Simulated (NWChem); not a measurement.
# One shape, several levels: C2H3O+ (SMILES CC#[O+])

We compute a comparison of 3 runs (TDA-B3LYP/def2-SVP, TDA-B3LYP/def2-TZVP, TDA-B3LYP/def2-TZVPP) of C2H3O+. 

The calculation is run with NWChem 7.3.0.

1 further run of the same task is left out (it didn't finish).

## Step 1: The structure to begin with

The species is C2H3O+ (6 atoms), meant as a singlet with charge +1. SMILES: `CC#[O+]`. The shape is that of a PBE0-D4/def2-TZVP optimisation.

Bond lengths: C1–C2 1.418 Å, C2–O3 1.111 Å, C1–H4 1.098 Å, C1–H5 1.098 Å, C1–H6 1.098 Å. Angles: C1–C2–O3 180.0°, C2–C1–H4 108.3°, C2–C1–H5 108.3°, C2–C1–H6 108.3°, H4–C1–H5 110.6°, H4–C1–H6 110.6°, H5–C1–H6 110.6°.

## Step 2: The excited states at TDA-B3LYP/def2-SVP (run 1)

Input file sp.nw:

```
start sp
memory total 2200 mb
charge 1

geometry units angstrom noautosym nocenter noautoz
  C     -0.321600     0.308400    -0.192600
  C      0.617700    -0.592600     0.370000
  O      1.353900    -1.298000     0.810700
  H     -0.073700     0.447100    -1.253200
  H     -1.324100    -0.126000    -0.083500
  H     -0.252100     1.261200     0.348500
end

basis spherical bse
  * library def2-SVP
end

dft
  xc b3lyp
  mult 1
  grid fine
  convergence energy 1e-08
  iterations 100
  mulliken
  print low
end

tddft
  cis
  nroots 4
  notriplet
end

task tddft energy
```

Launch:

```sh
$ nwchem sp.nw > sp.out
```

The log of the run:

```text
[...]
 d= 0,ls=0.0,diis     1   -152.6486349685 -2.17D+02  3.37D-02  1.57D+00     1.2
[...]
 d= 0,ls=0.0,diis    10   -152.8086845327 -2.58D-10  6.50D-08  2.78D-11     6.7
         Total DFT energy =     -152.808684532661
      One electron energy =     -327.653271941487
           Coulomb energy =      130.295138364216
    Exchange-Corr. energy =      -20.158690802470
 Nuclear repulsion energy =       64.708139847081
[...]
      Total Density - Mulliken Population Analysis
     ---------------------------------------------
    Atom       Charge   Shell Charges
 -----------   ------   -------------------------------------------------------
    1 C    6     5.99   1.98  0.92  0.05  2.18  0.83  0.03
    2 C    6     5.78   1.99  1.03  0.18  1.90  0.61  0.09
    3 O    8     7.78   1.99  1.16  0.55  2.79  1.26  0.03
    4 H    1     0.81   0.69  0.10  0.03
    5 H    1     0.81   0.69  0.10  0.03
    6 H    1     0.81   0.69  0.10  0.03
[...]
         Spin multiplicity :       1
[...]
              XC Information
              --------------
                  B3LYP Method XC Potential
              Hartree-Fock (Exact) Exchange   0.20
                 Slater Exchange Functional   0.80 local
             Becke 1988 Exchange Functional   0.72 non-local
       Lee-Yang-Parr Correlation Functional   0.81
           VWN I RPA Correlation Functional   0.19 local
[...]
         Wavefunction type : Restricted singlets
          No. of electrons :      22
[...]
  Root   1 singlet a              0.314953917 a.u.                8.5703 eV
[...]
     Dipole Oscillator Strength                    0.0000000024
[...]
     Total Oscillator Strength                     0.0000001354
[...]
  Root   2 singlet a              0.325769247 a.u.                8.8646 eV
[...]
  Root   3 singlet a              0.325771048 a.u.                8.8647 eV
[...]
     Dipole Oscillator Strength                    0.0105072728
[...]
     Total Oscillator Strength                     0.0105073417
[...]
  Root   4 singlet a              0.392644012 a.u.               10.6844 eV
[...]
     Dipole Oscillator Strength                    0.0000000029
[...]
     Total Oscillator Strength                     0.0000000761
[...]
```

It took 31 s on 1 thread of AMD EPYC 7R43 (Zen 3), shared host; peak memory 0.11 GiB.

The roots found:

```csv
excited state,energy (eV),strength,label
1,8.570,0.0000,singlet a
2,8.865,0.0105,singlet a
3,8.865,0.0105,singlet a
4,10.684,0.0000,singlet a
```

## Step 3: The vertical excitations at TDA-B3LYP/def2-TZVP (run 2)

Input file job.nw:

```
start job
title "C2H3O excited"
memory stack 880 mb heap 220 mb global 1100 mb
charge 1

geometry units angstroms noautosym nocenter noautoz
 C     -0.321600     0.308400    -0.192600
 C      0.617700    -0.592600     0.370000
 O      1.353900    -1.298000     0.810700
 H     -0.073700     0.447100    -1.253200
 H     -1.324100    -0.126000    -0.083500
 H     -0.252100     1.261200     0.348500
end

basis "ao basis" spherical bse
 * library def2-TZVP
end

dft
 xc b3lyp
 grid fine
 convergence energy 1e-08
 iterations 100
 mulliken
 print low
end

tddft
 cis
 nroots 4
 notriplet
end

task tddft
```

Launch:

```sh
$ nwchem job.nw > job.out
```

The log of the run:

```text
[...]
 d= 0,ls=0.0,diis     1   -152.8231677867 -2.18D+02  1.34D-02  1.83D+00     5.0
[...]
 d= 0,ls=0.0,diis    10   -152.9884463871 -8.48D-10  1.27D-07  9.93D-10    33.1
         Total DFT energy =     -152.988446387135
      One electron energy =     -328.072346091310
           Coulomb energy =      130.586436845874
    Exchange-Corr. energy =      -20.210676988780
 Nuclear repulsion energy =       64.708139847081
[...]
      Total Density - Mulliken Population Analysis
     ---------------------------------------------
    Atom       Charge   Shell Charges
 -----------   ------   -------------------------------------------------------
    1 C    6     6.23   0.85  1.12  0.52  0.67  0.12  1.38  1.21  0.33  0.01  0.02  0.00
    2 C    6     5.68   0.86  1.11  0.63  0.54  0.06  1.23  0.99  0.08  0.04  0.11  0.02
    3 O    8     7.82   0.79  1.18  0.64  0.89  0.31  1.87  1.63  0.48  0.01  0.03  0.00
    4 H    1     0.76   0.26  0.44  0.04  0.02
    5 H    1     0.76   0.26  0.44  0.04  0.02
    6 H    1     0.76   0.26  0.44  0.04  0.02
[...]
         Spin multiplicity :       1
[...]
              XC Information
              --------------
                  B3LYP Method XC Potential
              Hartree-Fock (Exact) Exchange   0.20
                 Slater Exchange Functional   0.80 local
             Becke 1988 Exchange Functional   0.72 non-local
       Lee-Yang-Parr Correlation Functional   0.81
           VWN I RPA Correlation Functional   0.19 local
[...]
         Wavefunction type : Restricted singlets
          No. of electrons :      22
[...]
  Root   1 singlet a              0.315740570 a.u.                8.5917 eV
[...]
     Dipole Oscillator Strength                    0.0000000023
[...]
     Total Oscillator Strength                     0.0000001293
[...]
  Root   2 singlet a              0.325914751 a.u.                8.8686 eV
[...]
  Root   3 singlet a              0.325915879 a.u.                8.8686 eV
[...]
     Dipole Oscillator Strength                    0.0086313535
[...]
     Total Oscillator Strength                     0.0086314279
[...]
  Root   4 singlet a              0.391487033 a.u.               10.6529 eV
[...]
     Dipole Oscillator Strength                    0.0000000034
[...]
     Total Oscillator Strength                     0.0000000813
[...]
```

Run time: 2.4 min. Hardware: 1 thread of AMD EPYC 7R43 (Zen 3), shared host; peak memory 0.12 GiB.

The roots found:

| excited state | energy (eV) | strength | label |
| --- | --- | --- | --- |
| 1 | 8.592 | 0.0000 | singlet a |
| 2 | 8.869 | 0.0086 | singlet a |
| 3 | 8.869 | 0.0086 | singlet a |
| 4 | 10.653 | 0.0000 | singlet a |

## Step 4: The excited states at TDA-B3LYP/def2-TZVPP (run 3)

Input file run.nw:

```
start run
memory 2200 mb
charge 1
geometry noautosym nocenter noautoz
 C     -0.321600     0.308400    -0.192600
 C      0.617700    -0.592600     0.370000
 O      1.353900    -1.298000     0.810700
 H     -0.073700     0.447100    -1.253200
 H     -1.324100    -0.126000    -0.083500
 H     -0.252100     1.261200     0.348500
end
basis "ao basis" spherical bse
 * library def2-TZVPP
end
dft
 xc b3lyp
 grid fine
 convergence energy 1e-08
 maxiter 100
 mulliken
 noprint "final vectors analysis"
end
tddft
 cis
 nroots 4
 notriplet
end
task tddft energy
```

Launch:

```sh
$ nwchem run.nw > run.out
```

The log of the run:

```text
[...]
          Wavefunction type:  closed shell.
          No. of atoms     :     6
          No. of electrons :    22
[...]
          Charge           :     1
          Spin multiplicity:     1
[...]
          AO basis - number of functions:   135
[...]
              XC Information
              --------------
                         B3LYP Method XC Potential
                     Hartree-Fock (Exact) Exchange  0.200
                        Slater Exchange Functional  0.800 local
                    Becke 1988 Exchange Functional  0.720 non-local
              Lee-Yang-Parr Correlation Functional  0.810
                  VWN I RPA Correlation Functional  0.190 local
[...]
 d= 0,ls=0.0,diis     1   -152.8243294474 -2.18D+02  1.12D-02  1.84D+00     6.6
[...]
 d= 0,ls=0.0,diis    10   -152.9896807742 -8.74D-10  1.09D-07  1.08D-09    48.3
         Total DFT energy =     -152.989680774207
      One electron energy =     -328.076452405643
           Coulomb energy =      130.589649973242
    Exchange-Corr. energy =      -20.211018188887
 Nuclear repulsion energy =       64.708139847081
[...]
      Total Density - Mulliken Population Analysis
     ---------------------------------------------
    Atom       Charge   Shell Charges
 -----------   ------   -------------------------------------------------------
    1 C    6     6.04   0.85  1.12  0.53  0.60  0.13  1.38  1.13  0.28  0.02  0.02  0.00
    2 C    6     5.70   0.86  1.11  0.62  0.56  0.05  1.23  1.01  0.08  0.04  0.11  0.02
    3 O    8     7.82   0.79  1.18  0.64  0.89  0.31  1.87  1.63  0.48  0.01  0.03  0.00
    4 H    1     0.81   0.26  0.46  0.06  0.01  0.03  0.00
    5 H    1     0.81   0.26  0.46  0.06  0.01  0.03  0.00
    6 H    1     0.81   0.26  0.46  0.06  0.01  0.03  0.00
[...]
  Root   1 singlet a              0.315694079 a.u.                8.5905 eV
[...]
     Dipole Oscillator Strength                    0.0000000022
[...]
     Total Oscillator Strength                     0.0000001265
[...]
  Root   2 singlet a              0.325815728 a.u.                8.8659 eV
[...]
  Root   3 singlet a              0.325816836 a.u.                8.8659 eV
[...]
     Dipole Oscillator Strength                    0.0083866837
[...]
     Total Oscillator Strength                     0.0083867608
[...]
  Root   4 singlet a              0.391463951 a.u.               10.6523 eV
[...]
     Dipole Oscillator Strength                    0.0000000034
[...]
     Total Oscillator Strength                     0.0000000794
[...]
```

Wall time 3.3 min (1 thread of AMD EPYC 7R43 (Zen 3), shared host); peak memory 0.11 GiB.

The roots found:

```csv
excited state,energy (eV),strength,label
1,8.590,0.0000,singlet a
2,8.866,0.0084,singlet a
3,8.866,0.0084,singlet a
4,10.652,0.0000,singlet a
```

## Step 5: The series

```csv
run,level,energy (Eh),lowest excitation energy (eV),wall time
1,TDA-B3LYP/def2-SVP,-152.808685,8.57,31 s
2,TDA-B3LYP/def2-TZVP,-152.988446,8.59,2.4 min
3,TDA-B3LYP/def2-TZVPP,-152.989681,8.59,3.3 min
```

## Step 6: Results

| quantity | value |
| --- | --- |
| run 3: ground-state or mean-field energy | -152.98968 Eh |
| run 3: lowest singlet excitation energy | 8.59 eV |

**Reading.** Over the runs the total energy spans 4.925 eV. All runs together took 6.3 min, the longest 3.3 min.
